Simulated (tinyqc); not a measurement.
Inside a calculation. Method: UHF in the sto-3g basis, for BH2, spin multiplicity 2. One step of it, computed by the program tinyqc.

Task: Iteration 1: building the Fock matrix. J_ij = sum D_kl (ij|kl) with D = D(alpha) + D(beta), K_ij = sum D_kl (ik|jl) for each spin; F = H + J - K(s); E = tr D H + tr D J / 2 - 0.5 sum_s tr D(s) K(s) + E_nn.

D(alpha) at the start, order 1B 1s, 1B 2s, 1B 2px, 1B 2py, 1B 2pz, 2H 1s, 3H 1s:
$$\begin{pmatrix}
1.242047 & -0.316312 & 0.000000 & 0.000000 & 0.004723 & -0.019451 & -0.019451 \\
-0.316312 & 1.183055 & 0.000000 & 0.000000 & -0.014944 & 0.072119 & 0.072119 \\
0.000000 & 0.000000 & 0.183043 & 0.000000 & 0.000000 & 0.000000 & 0.000000 \\
0.000000 & 0.000000 & 0.000000 & 0.159632 & 0.000000 & 0.030109 & -0.030109 \\
0.004723 & -0.014944 & 0.000000 & 0.000000 & 0.179275 & 0.011241 & 0.011241 \\
-0.019451 & 0.072119 & 0.000000 & 0.030109 & 0.011241 & 0.552013 & 0.006541 \\
-0.019451 & 0.072119 & 0.000000 & -0.030109 & 0.011241 & 0.006541 & 0.552013
\end{pmatrix}$$

D(beta) at the start, order 1B 1s, 1B 2s, 1B 2px, 1B 2py, 1B 2pz, 2H 1s, 3H 1s:
$$\begin{pmatrix}
0.931535 & -0.237234 & 0.000000 & 0.000000 & 0.003542 & -0.014588 & -0.014588 \\
-0.237234 & 0.887291 & 0.000000 & 0.000000 & -0.011208 & 0.054089 & 0.054089 \\
0.000000 & 0.000000 & 0.137282 & 0.000000 & 0.000000 & 0.000000 & 0.000000 \\
0.000000 & 0.000000 & 0.000000 & 0.119724 & 0.000000 & 0.022582 & -0.022582 \\
0.003542 & -0.011208 & 0.000000 & 0.000000 & 0.134456 & 0.008431 & 0.008431 \\
-0.014588 & 0.054089 & 0.000000 & 0.022582 & 0.008431 & 0.414010 & 0.004906 \\
-0.014588 & 0.054089 & 0.000000 & -0.022582 & 0.008431 & 0.004906 & 0.414010
\end{pmatrix}$$

core Hamiltonian H = T + V (hartree), order 1B 1s, 1B 2s, 1B 2px, 1B 2py, 1B 2pz, 2H 1s, 3H 1s:
$$\begin{pmatrix}
-12.967489 & -3.361424 & 0.000000 & 0.000000 & -0.007386 & -0.310139 & -0.310139 \\
-3.361424 & -4.055317 & 0.000000 & 0.000000 & -0.073071 & -0.938419 & -0.938419 \\
0.000000 & 0.000000 & -3.219139 & 0.000000 & 0.000000 & 0.000000 & 0.000000 \\
0.000000 & 0.000000 & 0.000000 & -3.324062 & 0.000000 & -0.902312 & 0.902312 \\
-0.007386 & -0.073071 & 0.000000 & 0.000000 & -3.236440 & -0.373200 & -0.373200 \\
-0.310139 & -0.938419 & 0.000000 & -0.902312 & -0.373200 & -2.253436 & -0.065739 \\
-0.310139 & -0.938419 & 0.000000 & 0.902312 & -0.373200 & -0.065739 & -2.253436
\end{pmatrix}$$

Two-electron integrals (ij|kl) in chemists' order, unique and non-zero (hartree):
```
(11|11) 2.923513    (21|11) 0.518376    (21|21) 0.109262    (22|11) 0.744229
(22|21) 0.193177    (22|22) 0.544804    (31|31) 0.020264    (32|31) 0.029996
(32|32) 0.120346    (33|11) 0.742491    (33|21) 0.193240    (33|22) 0.544682
(33|33) 0.586773    (41|41) 0.020264    (42|41) 0.029996    (42|42) 0.120346
(43|43) 0.031630    (44|11) 0.742491    (44|21) 0.193240    (44|22) 0.544682
(44|33) 0.523513    (44|44) 0.586773    (51|51) 0.020264    (52|51) 0.029996
(52|52) 0.120346    (53|53) 0.031630    (54|54) 0.031630    (55|11) 0.742491
(55|21) 0.193240    (55|22) 0.544682    (55|33) 0.523513    (55|44) 0.523513
(55|55) 0.586773    (61|11) 0.046977    (61|21) 0.009869    (61|22) 0.017523
(61|33) 0.017452    (61|41) 0.000636    (61|42) 0.001185    (61|44) 0.017645
(61|51) 0.000258    (61|52) 0.000481    (61|54) 0.000078    (61|55) 0.017483
(61|61) 0.000917    (62|11) 0.140918    (62|21) 0.037306    (62|22) 0.119649
(62|33) 0.116026    (62|41) 0.003736    (62|42) 0.025040    (62|44) 0.125248
(62|51) 0.001517    (62|52) 0.010168    (62|54) 0.003745    (62|55) 0.117547
(62|61) 0.003592    (62|62) 0.040691    (63|31) 0.003298    (63|32) 0.016399
(63|43) 0.004383    (63|53) 0.001780    (63|63) 0.003822    (64|11) 0.134221
(64|21) 0.035940    (64|22) 0.121405    (64|33) 0.115262    (64|41) 0.006249
(64|42) 0.038755    (64|44) 0.132202    (64|51) 0.001199    (64|52) 0.009078
(64|54) 0.005099    (64|55) 0.116609    (64|61) 0.003581    (64|62) 0.047876
(64|64) 0.059001    (65|11) 0.054502    (65|21) 0.014594    (65|22) 0.049298
(65|33) 0.046804    (65|41) 0.001199    (65|42) 0.009078    (65|44) 0.050123
(65|51) 0.003784    (65|52) 0.020086    (65|54) 0.005731    (65|55) 0.050911
(65|61) 0.001454    (65|62) 0.019441    (65|64) 0.022406    (65|65) 0.012920
(66|11) 0.322397    (66|21) 0.086763    (66|22) 0.315760    (66|33) 0.299311
(66|41) 0.008866    (66|42) 0.081971    (66|44) 0.341260    (66|51) 0.003600
(66|52) 0.033286    (66|54) 0.017034    (66|55) 0.306228    (66|61) 0.008404
(66|62) 0.148522    (66|64) 0.188001    (66|65) 0.076341    (66|66) 0.774606
(71|11) 0.046977    (71|21) 0.009869    (71|22) 0.017523    (71|33) 0.017452
(71|41) -0.000636   (71|42) -0.001185   (71|44) 0.017645    (71|51) 0.000258
(71|52) 0.000481    (71|54) -0.000078   (71|55) 0.017483    (71|61) 0.000874
(71|62) 0.003260    (71|64) 0.003038    (71|65) 0.001332    (71|66) 0.007582
(71|71) 0.000917    (72|11) 0.140918    (72|21) 0.037306    (72|22) 0.119649
(72|33) 0.116026    (72|41) -0.003736   (72|42) -0.025040   (72|44) 0.125248
(72|51) 0.001517    (72|52) 0.010168    (72|54) -0.003745   (72|55) 0.117547
(72|61) 0.003260    (72|62) 0.023063    (72|64) 0.021296    (72|65) 0.010837
(72|66) 0.061511    (72|71) 0.003592    (72|72) 0.040691    (73|31) 0.003298
(73|32) 0.016399    (73|43) -0.004383   (73|53) 0.001780    (73|63) 0.001834
(73|73) 0.003822    (74|11) -0.134221   (74|21) -0.035940   (74|22) -0.121405
(74|33) -0.115262   (74|41) 0.006249    (74|42) 0.038755    (74|44) -0.132202
(74|51) -0.001199   (74|52) -0.009078   (74|54) 0.005099    (74|55) -0.116609
(74|61) -0.003038   (74|62) -0.021296   (74|64) -0.018661   (74|65) -0.009877
(74|66) -0.056979   (74|71) -0.003581   (74|72) -0.047876   (74|74) 0.059001
(75|11) 0.054502    (75|21) 0.014594    (75|22) 0.049298    (75|33) 0.046804
(75|41) -0.001199   (75|42) -0.009078   (75|44) 0.050123    (75|51) 0.003784
(75|52) 0.020086    (75|54) -0.005731   (75|55) 0.050911    (75|61) 0.001332
(75|62) 0.010837    (75|64) 0.009877    (75|65) 0.006813    (75|66) 0.029758
(75|71) 0.001454    (75|72) 0.019441    (75|74) -0.022406   (75|75) 0.012920
(76|11) 0.009184    (76|21) 0.002422    (76|22) 0.007655    (76|33) 0.007481
(76|44) 0.007699    (76|51) 0.000189    (76|52) 0.001221    (76|55) 0.007776
(76|61) 0.000223    (76|62) 0.001981    (76|64) 0.002061    (76|65) 0.001046
(76|66) 0.006031    (76|71) 0.000223    (76|72) 0.001981    (76|74) -0.002061
(76|75) 0.001046    (76|76) 0.000133    (77|11) 0.322397    (77|21) 0.086763
(77|22) 0.315760    (77|33) 0.299311    (77|41) -0.008866   (77|42) -0.081971
(77|44) 0.341260    (77|51) 0.003600    (77|52) 0.033286    (77|54) -0.017034
(77|55) 0.306228    (77|61) 0.007582    (77|62) 0.061511    (77|64) 0.056979
(77|65) 0.029758    (77|66) 0.174407    (77|71) 0.008404    (77|72) 0.148522
(77|74) -0.188001   (77|75) 0.076341    (77|76) 0.006031    (77|77) 0.774606
```

nuclear repulsion = 3.40643079 hartree

Give: Coulomb J; exchange K(alpha); exchange K(beta); F(alpha); F(beta); total energy of this density.

Result:

Coulomb J (hartree), order 1B 1s, 1B 2s, 1B 2px, 1B 2py, 1B 2pz, 2H 1s, 3H 1s:
$$\begin{pmatrix}
8.7200 & 1.7761 & 0.0000 & 0.0000 & 0.0070 & 0.1613 & 0.1613 \\
1.7761 & 3.7270 & 0.0000 & 0.0000 & 0.0671 & 0.8483 & 0.8483 \\
0.0000 & 0.0000 & 3.6887 & 0.0000 & 0.0000 & 0.0000 & 0.0000 \\
0.0000 & 0.0000 & 0.0000 & 3.7756 & 0.0000 & 0.8765 & -0.8765 \\
0.0070 & 0.0671 & 0.0000 & 0.0000 & 3.7030 & 0.3625 & 0.3625 \\
0.1613 & 0.8483 & 0.0000 & 0.8765 & 0.3625 & 2.5429 & 0.0532 \\
0.1613 & 0.8483 & 0.0000 & -0.8765 & 0.3625 & 0.0532 & 2.5429
\end{pmatrix}$$

exchange K(alpha) (hartree), order 1B 1s, 1B 2s, 1B 2px, 1B 2py, 1B 2pz, 2H 1s, 3H 1s:
$$\begin{pmatrix}
3.4433 & 0.6245 & 0.0000 & 0.0000 & 0.0025 & 0.0627 & 0.0627 \\
0.6245 & 0.8012 & 0.0000 & 0.0000 & 0.0245 & 0.2620 & 0.2620 \\
0.0000 & 0.0000 & 0.2760 & 0.0000 & 0.0000 & 0.0000 & 0.0000 \\
0.0000 & 0.0000 & 0.0000 & 0.3454 & 0.0000 & 0.1742 & -0.1742 \\
0.0025 & 0.0245 & 0.0000 & 0.0000 & 0.2874 & 0.0721 & 0.0721 \\
0.0627 & 0.2620 & 0.0000 & 0.1742 & 0.0721 & 0.5209 & 0.0386 \\
0.0627 & 0.2620 & 0.0000 & -0.1742 & 0.0721 & 0.0386 & 0.5209
\end{pmatrix}$$

exchange K(beta) (hartree), order 1B 1s, 1B 2s, 1B 2px, 1B 2py, 1B 2pz, 2H 1s, 3H 1s:
$$\begin{pmatrix}
2.5825 & 0.4683 & 0.0000 & 0.0000 & 0.0019 & 0.0470 & 0.0470 \\
0.4683 & 0.6009 & 0.0000 & 0.0000 & 0.0184 & 0.1965 & 0.1965 \\
0.0000 & 0.0000 & 0.2070 & 0.0000 & 0.0000 & 0.0000 & 0.0000 \\
0.0000 & 0.0000 & 0.0000 & 0.2591 & 0.0000 & 0.1307 & -0.1307 \\
0.0019 & 0.0184 & 0.0000 & 0.0000 & 0.2156 & 0.0541 & 0.0541 \\
0.0470 & 0.1965 & 0.0000 & 0.1307 & 0.0541 & 0.3907 & 0.0290 \\
0.0470 & 0.1965 & 0.0000 & -0.1307 & 0.0541 & 0.0290 & 0.3907
\end{pmatrix}$$

F(alpha) (hartree), order 1B 1s, 1B 2s, 1B 2px, 1B 2py, 1B 2pz, 2H 1s, 3H 1s:
$$\begin{pmatrix}
-7.6908 & -2.2098 & 0.0000 & 0.0000 & -0.0029 & -0.2115 & -0.2115 \\
-2.2098 & -1.1295 & 0.0000 & 0.0000 & -0.0305 & -0.3521 & -0.3521 \\
0.0000 & 0.0000 & 0.1935 & 0.0000 & 0.0000 & 0.0000 & 0.0000 \\
0.0000 & 0.0000 & 0.0000 & 0.1061 & 0.0000 & -0.2001 & 0.2001 \\
-0.0029 & -0.0305 & 0.0000 & 0.0000 & 0.1791 & -0.0828 & -0.0828 \\
-0.2115 & -0.3521 & 0.0000 & -0.2001 & -0.0828 & -0.2315 & -0.0512 \\
-0.2115 & -0.3521 & 0.0000 & 0.2001 & -0.0828 & -0.0512 & -0.2315
\end{pmatrix}$$

F(beta) (hartree), order 1B 1s, 1B 2s, 1B 2px, 1B 2py, 1B 2pz, 2H 1s, 3H 1s:
$$\begin{pmatrix}
-6.8300 & -2.0537 & 0.0000 & 0.0000 & -0.0022 & -0.1959 & -0.1959 \\
-2.0537 & -0.9292 & 0.0000 & 0.0000 & -0.0244 & -0.2866 & -0.2866 \\
0.0000 & 0.0000 & 0.2625 & 0.0000 & 0.0000 & 0.0000 & 0.0000 \\
0.0000 & 0.0000 & 0.0000 & 0.1925 & 0.0000 & -0.1565 & 0.1565 \\
-0.0022 & -0.0244 & 0.0000 & 0.0000 & 0.2510 & -0.0648 & -0.0648 \\
-0.1959 & -0.2866 & 0.0000 & -0.1565 & -0.0648 & -0.1013 & -0.0415 \\
-0.1959 & -0.2866 & 0.0000 & 0.1565 & -0.0648 & -0.0415 & -0.1013
\end{pmatrix}$$

total energy of this density = -25.035036 hartree

This density is the starting one; it is not idempotent, so its energy is not variational and may lie below the converged one.
